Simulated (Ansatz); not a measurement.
## SiHF (SMILES F[SiH]): methods side by side

SiHF: 3 atoms, total charge 0, spin state singlet. SMILES: `F[SiH]`. Geometry: relaxed at PBE0-D4/def2-TZVP.

```xyz
3

F    -1.0902    0.0244   -0.6023
Si    0.1868    0.6294    0.1738
H     0.8924   -0.7186    0.4153
```

Each level gives the energy change with the F1–Si2 bond stretched from 1.612 to 4.030 Å (eV). The values are calculated.

| level | kind | program | value (eV) | less FCI/STO-3G |
| --- | --- | --- | --- | --- |
| HF/STO-3G (restricted) | Hartree–Fock | Ansatz | 10.50 | +5.99 |
| BLYP/STO-3G (restricted) | GGA | Ansatz | 6.99 | +2.48 |
| PBE/STO-3G (restricted) | GGA | Ansatz | 7.06 | +2.55 |
| B3LYP/STO-3G (restricted) | global hybrid | Ansatz | 7.97 | +3.46 |
| CAM-B3LYP/STO-3G (restricted) | range-separated hybrid | Ansatz | 8.89 | +4.38 |
| B2PLYP/STO-3G (restricted) | double hybrid | Ansatz | 5.62 | +1.11 |
| MP2/STO-3G (restricted) | perturbation theory | Ansatz | 4.50 | -0.01 |
| CCSDT(Q)/STO-3G (restricted) | coupled cluster or CI | Ansatz | 4.55 | +0.04 |
| FCI/STO-3G | exact in the basis | Ansatz | 4.51 | 0.00 |

FCI/STO-3G is exact within its basis and frozen core, so for wave-function methods in that basis the difference is their error; functionals converge differently with the basis, so for them it is only a difference. A spin-restricted reference rises too steeply as a bond breaks; here HF/STO-3G, BLYP/STO-3G, PBE/STO-3G, B3LYP/STO-3G, CAM-B3LYP/STO-3G, B2PLYP/STO-3G lie well above the multireference or unrestricted value. The first shape isn't each level's own minimum. The values span 4.50 to 10.50 eV. All rows use very small basis sets, so none should be taken for the real molecule's value.
